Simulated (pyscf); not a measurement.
**Routes from Cl–GeH: (SMILES [Cl][GeH]) [singlet] + NH₃ (SMILES N)**

Candidate steps break at most two bonds and form at most two. Each was searched with GFN2-xTB (tblite) first. Structures and frequencies: ωB97X-D3(BJ)/def2-SVP in PySCF. Energies: ωB97M-D3(BJ)/def2-TZVP, kcal/mol, from the separated reactants, singlet surface; ΔG‡ with ideal gas, 1 atm, RRHO with modes under 100 cm⁻¹ raised to 100, one conformer, R ln 2 for chiral ones without a mode under 150 cm⁻¹.

| products | type | ΔE‡ | ΔE | ΔG‡ 298 K | ΔG‡ 900 K | ν‡ (cm⁻¹) |
|---|---|---|---|---|---|---|
| H₂N–Ge:–Cl [singlet] + H₂ | four-centre exchange | 13.4 | -17.3 | 21.8 | 42.2 | 1463i |
| H₂N–GeH₂–Cl | insertion | 32.0 | -28.3 | 40.8 | 61.8 | 1585i |
| HN=GeH–Cl + H₂ | concerted two-bond exchange | 77.8 | +35.0 | 83.3 | 103.6 | 1290i |

Row 1: On the reactant side the descent ends in an adduct with a Ge–N contact (not fully relaxed), 26.2 kcal/mol under the separated species and 38.1 kcal/mol under the saddle at ωB97X-D3(BJ)/def2-TZVP. Row 2: On the reactant side the descent ends in an adduct with a Ge–N contact, 26.2 kcal/mol under the separated species and 55.7 kcal/mol under the saddle at ωB97X-D3(BJ)/def2-TZVP. Row 3: On the reactant side the descent ends in an adduct with a Ge–N contact, 25.8 kcal/mol under the separated species and 102.9 kcal/mol under the saddle at ωB97X-D3(BJ)/def2-TZVP. 

Plain bond fissions and candidates not yet searched are not listed, and one of them may be faster. Each barrier is that of the saddle found; lower ones may exist. A restricted solution here is unstable towards spin polarisation, so biradical character is likely and single-reference numbers are less safe. Elements up to Kr have no core potential and no relativistic terms here.
